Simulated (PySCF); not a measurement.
Gas-phase reaction: 2 vinylsilane + SiH₂ ⇌ 2 CH₃SiH₂ + H₃SiCCH

Energies from PySCF (xtb for GFN2), thermal terms from the rigid-rotor harmonic-oscillator model, ideal gas at 1 bar. † marks an energy on the PBE0/def2-TZVP geometry and frequencies; other levels use their own. Open shells (unrestricted): CH₃SiH₂ (multiplicity 2); the rest are closed-shell singlets. GFN2 has no spin-polarisation term. B3LYP is the form with VWN-RPA correlation. CH₃SiH₂: computed as isolated molecules; such fragments, hydroxides, amides, oligomers or adducts are transient or little studied in the gas. The harmonic model lacks anharmonicity and excited electronic states, which grow with temperature; levels with a mode under 35 cm⁻¹ are left out. Internal rotation in vinylsilane, CH₃SiH₂ is treated as a harmonic vibration of one conformer, which makes the entropy rough.

ΔH° and ΔS° at 298 K: B3LYP/def2-TZVP† 61 kJ, 24 J/K; BLYP/def2-TZVP† 63 kJ, 24 J/K; GFN2-xTB 149 kJ, 22 J/K; HF/def2-TZVP† 8 kJ, 24 J/K.

### Question
With the heat capacities included, give log10 K (1 bar) at 500, 1400, 1800, 2000, 2500 K from B3LYP/def2-TZVP†, BLYP/def2-TZVP†, GFN2-xTB, HF/def2-TZVP†.

### Answer
```csv
T (K),B3LYP/def2-TZVP†,BLYP/def2-TZVP†,GFN2-xTB,HF/def2-TZVP†
500,-5.1,-5.3,-14.4,0.5
1400,-0.8,-0.9,-4.4,1.2
1800,-0.3,-0.4,-3.1,1.2
2000,-0.1,-0.2,-2.7,1.3
2500,0.2,0.2,-2.0,1.3
```
